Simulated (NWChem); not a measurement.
# One shape, several levels: AlH3O (AlH2(OH))

Wanted: a comparison of 5 runs (HF/STO-3G, HF/def2-SVP, PBE0/def2-SVP, MP2/STO-3G, MP2/aug-cc-pVDZ) of AlH3O (AlH2(OH)). 

Program for the calculation: NWChem 7.3.0.

### 1 The system as given

The species is AlH3O (5 atoms), meant as a singlet with charge 0. As SMILES, `[H][Al]([H])[OH]`. The shape comes from GFN2-xTB, which is rough for such elements, and wasn't checked as a minimum.

Bond lengths: Al1–O4 1.636 Å, Al1–H2 1.532 Å, Al1–H3 1.531 Å, O4–H5 0.949 Å. Angles: Al1–O4–H5 179.6°, H2–Al1–O4 120.0°, H3–Al1–O4 120.0°, H2–Al1–H3 120.0°.

### 2 Energy and gradient at HF/STO-3G (run 1)

run.py reads:

```python
from ase import Atoms
from ase.calculators.nwchem import NWChem

molecule = Atoms(['Al', 'H', 'H', 'O', 'H'], positions=[
    [0.271770, 0.451120, -0.109270],
    [1.798980, 0.417230, -0.221380],
    [-0.481020, 1.769010, -0.311810],
    [-0.555450, -0.920030, 0.226660],
    [-1.034280, -1.717330, 0.415800],
])

calc = NWChem(
    label='alh3o',
    theory='scf',
    memory='2200 mb',
    basis='STO-3G',
    basispar='spherical bse',
    scf={'nopen': '0', 'rhf': None, 'thresh': '1e-08', 'maxiter': '80'},
)
molecule.calc = calc

forces = molecule.get_forces()
e = molecule.get_potential_energy()
print(f"E = {e:.6f} eV")
print("forces (eV/A):")
for s, f in zip(molecule.symbols, forces):
    print(f"{s:2s} {f[0]:10.5f} {f[1]:10.5f} {f[2]:10.5f}")
print("dipole (e A):", molecule.get_dipole_moment().round(4))
```

Run with:

```
$ export ASE_NWCHEM_COMMAND="nwchem PREFIX.nwi > PREFIX.nwo"
$ python run.py
```

Log:

```text
E = -8560.246279 eV
forces (eV/A):
Al   -0.44172   -0.75261    0.17175
H    -1.42228   -0.14372    0.14105
H     0.54106   -1.30129    0.21767
O     1.58863    2.65060   -0.62719
H    -0.26570   -0.45298    0.09678
dipole (e A): [-0.0722 -0.1212  0.0279]
```

The calculator wrote alh3o.nwi:

```
title "alh3o"

permanent_dir alh3o

scratch_dir alh3o

start alh3o

geometry units angstrom nocenter noautosym noautoz
  Al 2.7177000000000001e-01 4.5112000000000002e-01 -1.0927000000000001e-01
  H  1.7989800000000000e+00 4.1722999999999999e-01 -2.2137999999999999e-01
  H  -4.8102000000000000e-01 1.7690100000000000e+00 -3.1180999999999998e-01
  O  -5.5545000000000000e-01 -9.2003000000000001e-01 2.2666000000000000e-01
  H  -1.0342800000000001e+00 -1.7173300000000000e+00 4.1580000000000000e-01
end

memory 2200 mb

basis spherical bse noprint
   * library STO-3G
end

scf
  nopen 0
  rhf
  thresh 1e-08
  maxiter 80
end

task scf gradient
```

alh3o.nwo:

```text
Northwest Computational Chemistry Package (NWChem) 7.3.0
             --------------------------------------------------------

           Job information
           ---------------

    nwchem branch   = 7.3.0
    use scalapack   = T
    input           = alh3o.nwi
    prefix          = alh3o.
    data base       = alh3o/alh3o.db
    status          = startup
    nproc           =        1

           Memory information
           ------------------

[... 5 lines left out ...]
    hardfail = no
[... 124 lines left out ...]
         Quadratically convergent ROHF
[... 14 lines left out ...]
       Final RHF  results
[... 4 lines left out ...]
      Two-electron energy =    178.886038956887
[... 26 lines left out ...]
                       ROHF Final Molecular Orbital Analysis
[... 165 lines left out ...]
                 ----------------------------------------
                 |  Time  |  1-e(secs)   |  2-e(secs)   |
                 ----------------------------------------
                 |  CPU   |       0.00   |       0.06   |
                 ----------------------------------------
                 |  WALL  |       0.00   |       0.06   |
                 ----------------------------------------

 Task  times  cpu:        0.2s     wall:        0.2s
 Total times  cpu:        0.3s     wall:        0.3s
```

It took 1.2 s on 1 thread of Intel Xeon 6975P-C (Granite Rapids), shared host; peak memory 0.099 GiB.

### 3 Energy and gradient at HF/def2-SVP (run 2)

run.py, as its differences from that of step 2:

```diff
@@ -15,3 +15,3 @@
     memory='2200 mb',
-    basis='STO-3G',
+    basis='def2-SVP',
     basispar='spherical bse',
```

Run with:

```
$ export ASE_NWCHEM_COMMAND="nwchem PREFIX.nwi > PREFIX.nwo"
$ python run.py
```

Log:

```text
E = -8664.754983 eV
forces (eV/A):
Al    0.12753    0.19905   -0.05014
H     0.73801   -0.07842   -0.04119
H    -0.42218    0.61557   -0.08839
O    -0.99450   -1.65281    0.39513
H     0.55119    0.91655   -0.21541
dipole (e A): [-0.1495 -0.2495  0.0586]
```

The calculator wrote alh3o.nwi:

```
title "alh3o"

permanent_dir alh3o

scratch_dir alh3o

start alh3o

geometry units angstrom nocenter noautosym noautoz
  Al 2.7177000000000001e-01 4.5112000000000002e-01 -1.0927000000000001e-01
  H  1.7989800000000000e+00 4.1722999999999999e-01 -2.2137999999999999e-01
  H  -4.8102000000000000e-01 1.7690100000000000e+00 -3.1180999999999998e-01
  O  -5.5545000000000000e-01 -9.2003000000000001e-01 2.2666000000000000e-01
  H  -1.0342800000000001e+00 -1.7173300000000000e+00 4.1580000000000000e-01
end

memory 2200 mb

basis spherical bse noprint
   * library def2-SVP
end

scf
  nopen 0
  rhf
  thresh 1e-08
  maxiter 80
end

task scf gradient
```

alh3o.nwo:

```text
Northwest Computational Chemistry Package (NWChem) 7.3.0
             --------------------------------------------------------

           Job information
           ---------------

    nwchem branch   = 7.3.0
    use scalapack   = T
    input           = alh3o.nwi
    prefix          = alh3o.
    data base       = alh3o/alh3o.db
    status          = startup
    nproc           =        1

           Memory information
           ------------------

[... 5 lines left out ...]
    hardfail = no
[... 124 lines left out ...]
         Quadratically convergent ROHF
[... 14 lines left out ...]
       Final RHF  results
[... 4 lines left out ...]
      Two-electron energy =    176.988436115954
[... 31 lines left out ...]
                       ROHF Final Molecular Orbital Analysis
[... 204 lines left out ...]
                 ----------------------------------------
                 |  Time  |  1-e(secs)   |  2-e(secs)   |
                 ----------------------------------------
                 |  CPU   |       0.00   |       0.33   |
                 ----------------------------------------
                 |  WALL  |       0.00   |       0.33   |
                 ----------------------------------------

 Task  times  cpu:        1.4s     wall:        1.4s
 Total times  cpu:        1.4s     wall:        1.4s
```

Run time: 2.4 s. Hardware: 1 thread of Intel Xeon 6975P-C (Granite Rapids), shared host; peak memory 0.097 GiB.

Run 3 isn't shown in full; the table further down has it.

### 4 Energy and forces at MP2/STO-3G (run 4)

calc.xyz reads:

```xyz
5
AlH3O
Al     0.271770     0.451120    -0.109270
H      1.798980     0.417230    -0.221380
H     -0.481020     1.769010    -0.311810
O     -0.555450    -0.920030     0.226660
H     -1.034280    -1.717330     0.415800
```

calc.nw reads:

```
start calc
title "AlH3O"
memory stack 880 mb heap 220 mb global 1100 mb

geometry units angstroms noautosym nocenter noautoz
load format xyz calc.xyz
end

basis spherical bse
Al library STO-3G
H library STO-3G
O library STO-3G
end

scf
thresh 1e-08
maxiter 80
end

mp2
freeze core 6
tight
end

task mp2 gradient
```

Run with:

```
$ nwchem calc.nw > calc.out
```

Log:

```text
[...]
  functions       =    17
[...]
  wavefunction    = RHF
[...]
         Total SCF energy =   -314.583250986421
      One-electron energy =   -546.788942360424
      Two-electron energy =    178.886038956931
 Nuclear repulsion energy =     53.319652417071
        Time for solution =      0.2s
[...]
          Total MP2 energy          -314.644192436330
[...]
                         mp2 ENERGY GRADIENTS
    atom               coordinates                        gradient
                 x          y          z           x          y          z
   1 Al      0.513571   0.852493  -0.206490    0.013707   0.023145  -0.005393
   2 H       3.399579   0.788450  -0.418348    0.019671   0.003103  -0.002195
   3 H      -0.908996   3.342944  -0.589235   -0.006464   0.018485  -0.003209
   4 O      -1.049648  -1.738605   0.428325   -0.042525  -0.070960   0.016817
   5 H      -1.954506  -3.245283   0.785748    0.015611   0.026227  -0.006020
[...]
```

Run time: 1 s. Hardware: 1 thread of Intel Xeon 6975P-C (Granite Rapids), shared host; peak memory 0.099 GiB.

### 5 Energy and gradient at MP2/aug-cc-pVDZ (run 5)

run.py, as its differences from that of step 3:

```diff
@@ -13,7 +13,8 @@
     label='alh3o',
-    theory='scf',
+    theory='mp2',
     memory='2200 mb',
-    basis='def2-SVP',
+    basis='aug-cc-pVDZ',
     basispar='spherical bse',
     scf={'nopen': '0', 'rhf': None, 'thresh': '1e-08', 'maxiter': '80'},
+    mp2={'freeze': 'core 6', 'tight': None},
 )
@@ -27,2 +28 @@
     print(f"{s:2s} {f[0]:10.5f} {f[1]:10.5f} {f[2]:10.5f}")
-print("dipole (e A):", molecule.get_dipole_moment().round(4))
```

Run with:

```
$ export ASE_NWCHEM_COMMAND="nwchem PREFIX.nwi > PREFIX.nwo"
$ python run.py
```

Log:

```text
E = -8676.285582 eV
forces (eV/A):
Al    0.75272    1.23403   -0.30601
H     0.80923   -0.11205   -0.03975
H    -0.48589    0.66124   -0.09220
O    -1.07637   -1.78090    0.43770
H     0.00036   -0.00231    0.00026
```

The calculator wrote alh3o.nwi:

```
title "alh3o"

permanent_dir alh3o

scratch_dir alh3o

start alh3o

geometry units angstrom nocenter noautosym noautoz
  Al 2.7177000000000001e-01 4.5112000000000002e-01 -1.0927000000000001e-01
  H  1.7989800000000000e+00 4.1722999999999999e-01 -2.2137999999999999e-01
  H  -4.8102000000000000e-01 1.7690100000000000e+00 -3.1180999999999998e-01
  O  -5.5545000000000000e-01 -9.2003000000000001e-01 2.2666000000000000e-01
  H  -1.0342800000000001e+00 -1.7173300000000000e+00 4.1580000000000000e-01
end

memory 2200 mb

basis spherical bse noprint
   * library aug-cc-pVDZ
end

scf
  nopen 0
  rhf
  thresh 1e-08
  maxiter 80
end
mp2
  freeze core 6
  tight
end

task mp2 gradient
```

alh3o.nwo:

```text
Northwest Computational Chemistry Package (NWChem) 7.3.0
             --------------------------------------------------------

           Job information
           ---------------

    nwchem branch   = 7.3.0
    use scalapack   = T
    input           = alh3o.nwi
    prefix          = alh3o.
    data base       = alh3o/alh3o.db
    status          = startup
    nproc           =        1

           Memory information
           ------------------

[... 5 lines left out ...]
    hardfail = no
[... 126 lines left out ...]
 Convergence threshold     :          1.000E-08
[... 16 lines left out ...]
      One-electron energy =   -548.747623396596
[... 32 lines left out ...]
                       ROHF Final Molecular Orbital Analysis
[... 475 lines left out ...]
  MP2 natural orbitals output to alh3o/alh3o.mp2nos
[... 11 lines left out ...]
                 ----------------------------------------
                 |  Time  |  1-e(secs)   |  2-e(secs)   |
                 ----------------------------------------
                 |  CPU   |       0.00   |       5.30   |
                 ----------------------------------------
                 |  WALL  |       0.00   |       5.30   |
                 ----------------------------------------
 -----------------------
 Task  times  cpu:       33.3s     wall:       33.3s
 Total times  cpu:       33.3s     wall:       33.3s
```

It took 35 s on 1 thread of Intel Xeon 6975P-C (Granite Rapids), shared host; peak memory 0.16 GiB.

### 6 All runs side by side

| run | level | iteration cap | module | energy (Eh) | dipole moment (D) | HOMO energy (eV) | LUMO energy (eV) | wall time |
| --- | --- | --- | --- | --- | --- | --- | --- | --- |
| 1 | HF/STO-3G | 80 | scf | -314.583251 | 0.69 | -7.65 | 10.01 | 1.2 s |
| 2 | HF/def2-SVP | 80 | scf | -318.423875 | 1.43 | -11.24 | 2.20 | 2.4 s |
| 3 | PBE0/def2-SVP | 100 | dft | -319.143985 | 1.54 | -7.83 | -0.53 | 6 s |
| 4 | MP2/STO-3G | 80 | mp2 | -314.644192 | 1.10 | -7.65 | 10.01 | 1 s |
| 5 | MP2/aug-cc-pVDZ | 80 | mp2 | -318.847617 | 1.17 | -11.30 | 0.77 | 35 s |

### 7 What came out

| quantity | value |
| --- | --- |
| run 5: total energy | -318.84762 Eh |
| run 5: dipole moment (of the density that the program reports) | 1.17 D |
| run 5: HOMO energy (Hartree–Fock orbitals) | -11.30 eV |
| run 5: LUMO energy (Hartree–Fock orbitals) | 0.77 eV |
| run 5: HOMO–LUMO gap (Hartree–Fock orbitals) | 12.08 eV |
| run 5: correlation energy (6 core orbitals frozen) | -277.4 mEh |
| run 5: largest force on an atom | 2.126 eV/Å |

The dipole moment (its size) runs from 0.69 D (HF/STO-3G) to 1.54 D (PBE0/def2-SVP). The two ends differ in method and basis. Over runs 1, 2, 3 the HOMO–LUMO gap runs from 7.30 eV (PBE0/def2-SVP) to 17.66 eV (HF/STO-3G). In runs 1, 4 the basis is minimal, so the values are rough. All runs together took 45 s, the longest 35 s.
